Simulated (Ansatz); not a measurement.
Two isomers of C3H5NO2: A = `C/N=C(/O)C=O`, B = `C/C=N/C(=O)O`.

Gas-phase electronic energies from Ansatz, PBE0-D4/def2-TZVP geometries. CCSD(T)/CBS adds triple-zeta CCSD(T) − MP2 to the extrapolated MP2 energy (def2 sets, frozen cores). Double bonds are as drawn, so ΔE can hold a change between cis and trans. Functionals use def2-TZVPP. B3LYP here is the variant with VWN-RPA as its local correlation; programs differ in this. One conformer a species, not always the lowest.

A:

Z-matrix (Å, degrees):
```
C
N 1 1.443
H 1 1.094 2 112.1
H 1 1.094 2 112.0 3 -120.1
H 1 1.090 2 108.4 3 120.0
C 2 1.257 1 122.8 3 59.9
C 6 1.503 2 129.3 1 0.0
O 6 1.349 2 121.0 1 -180.0
O 7 1.199 6 123.5 2 0.0
H 7 1.107 6 114.2 2 -180.0
H 8 0.967 6 106.5 2 0.0
```

B:

```xyz
11

C    -1.490    0.976   -0.889
C    -0.238    0.535   -0.233
N    -0.100   -0.635    0.233
C     1.100   -0.903    0.896
O     1.650   -0.185    1.690
O     1.545   -2.121    0.567
H    -1.285    1.282   -1.919
H    -2.234    0.182   -0.883
H    -1.882    1.859   -0.375
H     0.576    1.266   -0.158
H     2.358   -2.257    1.072
```

(1) Which is lower in electronic energy at CCSD(T)/CBS, and by how much? (Best estimate.)

(2) Give E(B) − E(A) in kcal/mol with HF/def2-TZVPP, CCSD/def2-TZVPP, B3LYP, ωB97M-V, MP2/def2-TZVPP, B3LYP-D4, PBE0-D4. (Best estimate.)

Largest T1 diagnostic: 0.016.

Answers

(1) Ansatz gave: B, by 22.8 kcal/mol.

(2) The calculation gave: HF/def2-TZVPP -27.6, CCSD/def2-TZVPP -23.4, B3LYP -23.3, ωB97M-V -23.9, MP2/def2-TZVPP -22.9, B3LYP-D4 -22.7, PBE0-D4 -24.2. None reverses the order clearly.

In def2-TZVPP, CCSD(T) changes the Hartree–Fock value by +4.8 kcal/mol (the triples alone add +0.5 kcal/mol) and MP2 by +4.7 kcal/mol. From PBE to PBE0 (25 % exact exchange), in def2-TZVPP and without D4, E(B) − E(A) moves by −1.6 kcal/mol.
